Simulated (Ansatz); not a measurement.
The input, for Ansatz 0.2.0:

```yaml
crystal:
  periodic: [false, false, false]
  atoms:
    - {symbol: B, position_ang: [0.000000, -0.142034, 1.513061]}
    - {symbol: Al, position_ang: [0.000000, 0.093571, -0.550188]}
    - {symbol: H, position_ang: [0.000000, -0.981351, -1.500856]}
basis:
  gaussian: {orbitals: 6-31G}
magnetization: {spin_polarized: false, initial_magnetization: 1}
correlation: {method: fic_mrcisd_q, electrons: outside_noble_gas, active_space: {window: {electrons: 1, orbitals: 5}}}
```

```sh
$ ansatz run in.yaml --threads 1 --pin off --events-out ev --progress --plain --max-ram 2393MiB
```

Output:

```
296 factors; integrals over basis functions are off by at most 1.3e-4 eV
mean field evaluation 1: about -7262.5840 eV, gradient 8.4e0 eV
mean field evaluation 2: about -7262.6044 eV, gradient 8.5e0 eV
mean field evaluation 4: about -7263.3714 eV, gradient 1.4e0 eV
mean field evaluation 8: about -7263.4023 eV, gradient 2.4e-1 eV
mean field evaluation 16: about -7263.4095 eV, gradient 2.6e-6 eV
mean field evaluation 32: about -7261.1342 eV, gradient 1.4e1 eV
mean field evaluation 64: about -7262.3900 eV, gradient 7.9e-2 eV
mean field evaluation 96: about -7261.1342 eV, gradient 1.4e1 eV
mean field evaluation 128: about -7263.5171 eV, gradient 4.0e-4 eV
mean field evaluation 160: about -7263.6805 eV, gradient 9.7e-1 eV
mean field evaluation 192: about -7262.3903 eV, gradient 2.8e-6 eV
mean field -7263.71842895 eV, -266.9367287387 hartree, gradient 3.3e-6 eV, S^2 0.750000; 12 other end points of the search recorded, 0 dependent functions left out
reference -7263.71842895 eV, -266.9367287387 hartree; 10, 9 occupied and 14, 15 virtual orbitals, 296 factors
state -7263.71842895 eV, -266.9367287387 hartree
contracted CI cycle   1: correlation 0.00000000 eV, 0.0000000000 hartree, residual 8.83e0 eV
contracted CI cycle   2: correlation -2.37055246 eV, -0.0871161961 hartree, residual 2.31e0 eV
contracted CI cycle   3: correlation -2.62533882 eV, -0.0964794223 hartree, residual 1.09e0 eV
contracted CI cycle   4: correlation -2.67565744 eV, -0.0983285973 hartree, residual 4.40e-1 eV
contracted CI cycle   5: correlation -2.68411008 eV, -0.0986392261 hartree, residual 2.06e-1 eV
contracted CI cycle   6: correlation -2.68588135 eV, -0.0987043192 hartree, residual 9.11e-2 eV
contracted CI cycle   7: correlation -2.68626943 eV, -0.0987185808 hartree, residual 4.26e-2 eV
contracted CI cycle   8: correlation -2.68636383 eV, -0.0987220499 hartree, residual 2.16e-2 eV
contracted CI cycle   9: correlation -2.68639154 eV, -0.0987230683 hartree, residual 1.36e-2 eV
contracted CI cycle  10: correlation -2.68640123 eV, -0.0987234242 hartree, residual 7.27e-3 eV
contracted CI cycle  11: correlation -2.68640362 eV, -0.0987235122 hartree, residual 3.16e-3 eV
contracted CI cycle  12: correlation -2.68640411 eV, -0.0987235301 hartree, residual 1.49e-3 eV
contracted CI cycle  13: correlation -2.68640420 eV, -0.0987235335 hartree, residual 6.39e-4 eV
state -7263.71842895 eV, -266.9367287387 hartree; corrected -7266.81515152 eV, -267.0505311941 hartree
WARN: 4 active orbitals are nearly empty or full. The corrections depend on them more than the energy does, and are more stable in an active space without them
Total energy: -7266.81515152 eV, -267.0505311941 hartree
```

Natural occupations: 1.0000 0.0000 0.0000 0.0000 0.0000.

Ran on 1 thread of Arm Neoverse V2, shared host: 1.1 s wall, 0.08 GiB peak host memory.
